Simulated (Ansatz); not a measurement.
The first iterations of a band of BClFH (4 atoms, charge 0, multiplicity 1).

Theory: RKS PBE0-D4/def2-SVPD in Ansatz 0.2.0.

- movable images: 5
- climbing image: yes
- spring: 5.0 eV/Å²
- optimiser: fire
- start path: through a guess of the saddle point
- force threshold: 0.05 eV/Å
- iteration limit: 60
- end points: relaxed

First end point:

```xyz
4
Properties=species:S:1:pos:R:3
B 0.253 0.000 0.190
H 0.213 0.000 1.388
F 1.408 0.000 -0.442
Cl -1.218 0.000 -0.756
```

Last end point:

```xyz
4
Properties=species:S:1:pos:R:3
B -0.590 0.000 -0.189
H 1.260 0.000 0.539
F 2.144 0.000 0.872
Cl -2.158 0.000 -0.843
```

| iteration | highest image above the first end (eV) | largest band force component (eV/Å) |
| --- | --- | --- |
| 1 | 5.742 | 7.038 |
| 2 | 5.427 | 2.733 |
| 3 | 5.301 | 1.781 |
| 4 | 5.095 | 3.820 |
| 5 | 4.992 | 1.640 |
| 6 | 4.909 | 1.462 |
| 7 | 4.764 | 1.703 |
| 8 | 4.714 | 1.035 |
| 9 | 4.672 | 0.921 |
| 10 | 4.629 | 0.680 |
| 11 | 4.639 | 0.645 |
| 12 | 4.658 | 0.563 |
| 13 | 4.685 | 1.467 |
| 14 | 4.781 | 0.896 |
| 15 | 4.825 | 0.739 |
| 16 | 4.763 | 0.958 |

**Question.** Does the band converge within its limit, and where does its top end?

**Answer.** The forces met the threshold. It ended after 49 iterations with the highest image 4.701 eV above the first end. Neighbouring images differ by up to 2.5 eV, so the band resolves the path poorly. Another band between the same ends (5 images) ends at a top of the same energy, where a vibrational analysis finds 1 clearly imaginary mode. The orbitals stay closed-shell, which can raise the energy where a bond breaks towards radicals; this wasn't checked here.

Time of the run: 3 min on 2 threads of Arm Neoverse V1 (shared host), peak memory 0.15 GiB.
